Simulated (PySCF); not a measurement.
methyl acrylate, C4H6O2, SMILES C=CC(=O)OC, point group Cs.

Level: PBE0/pcSseg-1 in PySCF (density fitting, grid level 2); geometry and Hessian at that level, cubic constants and property derivatives from steps of ±0.6 along each species' dimensionless normal coordinates, second-order vibrational perturbation theory. The parent has the commonest isotopes.

Equilibrium geometry (Å):

```csv
atom,x,y,z
C1,-1.2802,1.4640,1.5387
C2,-0.9706,0.2929,0.9935
C3,0.0695,0.1992,-0.0552
O4,0.7081,1.1205,-0.4999
O5,0.2190,-1.0709,-0.4616
C6,1.1997,-1.2762,-1.4738
H7,-2.0416,1.5496,2.3101
H8,-0.7675,2.3688,1.2155
H9,-1.4572,-0.6350,1.2861
H10,2.1876,-0.9639,-1.1215
H11,0.9499,-0.7053,-2.3733
H12,1.1881,-2.3465,-1.6833
```

Task: Give the equilibrium and ground-state rotational constants (MHz) of parent; ²H at 9.

Result: 
```tsv
species	Ae	Be	Ce	A0	B0	C0	Δ0 (u Å²)	harmonic ZPE (cm⁻¹)
parent	10373	2342.4	1934.2	10270	2323	1918.4	-3.318	21013
²H at 9	9768.3	2326.3	1901.4	9673.9	2307.2	1886	-3.327	20307
```

Δ0 = Ic − Ia − Ib from the ground-state constants.

Task: How is the parent's vibrational correction B0 − Be made up?

Result: 
| axis | harmonic | Coriolis | cubic | total (MHz) |
| --- | --- | --- | --- | --- |
| a | 15.3 | -50.6 | -66.9 | -102 |
| b | 1.89 | -2.52 | -18.8 | -19.4 |
| c | 0.686 | -0.906 | -15.6 | -15.9 |

Task: And its quartic centrifugal distortion constants from the harmonic force field?

Result: Asymmetric top, A reduction, Ir representation: ΔJ = 0.18 kHz, ΔJK = 1.63 kHz, ΔK = 7.29 kHz, δJ = 0.0298 kHz, δK = 0.647 kHz.

A mode lies under 250 cm⁻¹, where this perturbation treatment is rough. Internal rotors are held in one well.
